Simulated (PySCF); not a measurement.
Which determinant of SiS lies lowest?

Unrestricted PBE0; Si x2c-TZVPPall, S x2c-TZVPPall; spin-free X2C with a Gaussian nucleus (PySCF 2.14). Outer shells of the fragments: Si 3s2 3p2; S 3s2 3p4.

Followed along the bond (rough minima from three points):

```csv
2Ms+1,unpaired,⟨S²⟩ at the start,R at minimum (Å),Te (eV)
1,none,0.00,1.93,0.00
3,π ↑↑,2.01,2.18,2.89
5,"σ ↑, π ↑↑↑",6.01,none in the scan,≤ 5.44
```

Solutions found at the starting distance of 2.100 Å, counted from the lowest of them; the search is not exhaustive and high or unbound solutions are not listed, so other states can lie among these:

```tsv
2Ms+1	unpaired	term	E (eV)	⟨S²⟩	⟨Lz²⟩	μ (D)
1	none	¹Σ⁺	0.00	0.00	0.00	-2.42
3	π ↑↑	mixed	2.57	2.01	2.02	0.09
3	σ ↑, π ↑	³Π	2.91	2.01	1.01	-2.09
3	π ↑↑	mixed	2.93	2.01	2.02	-0.07
1	π ↑↓	mixed	2.98	1.01	2.02	-0.12
1	σ ↓, π ↑	mixed	3.26	1.02	1.01	-1.75
5	σ ↑, π ↑↑↑	⁵Π	5.17	6.01	1.01	0.18
3	σ ↑, π ↑↑↓	mixed	6.02	3.02	3.04	0.65
1	σ ↓, π ↑↑↓	mixed	6.15	2.02	3.04	0.56
3	σ ↑↑	³Σ⁺	6.18	2.02	0.00	-1.16
```

A term symbol is given only where ⟨S²⟩ and ⟨Lz²⟩ are close to those of a pure state; real π, δ and φ orbitals otherwise mix terms. A positive dipole means Si(−)S(+).

Q: Compare the gap between the two lowest followed solutions at the starting distance with the gap between their minima.

A: At PBE0 the second solution (triplet, unpaired electrons π ↑↑) lies +2.57 eV from the first (singlet, closed shell) at 2.100 Å and +2.89 eV at the minima; the two curves relax by different amounts, since their minima lie near 2.18 and 1.93 Å.

The measured ground state is X ¹Σ+ (Huber and Herzberg, Constants of Diatomic Molecules (1979)).

Counting both spins, an empty level lies below a filled one in some of these solutions, because spin and occupation are held.
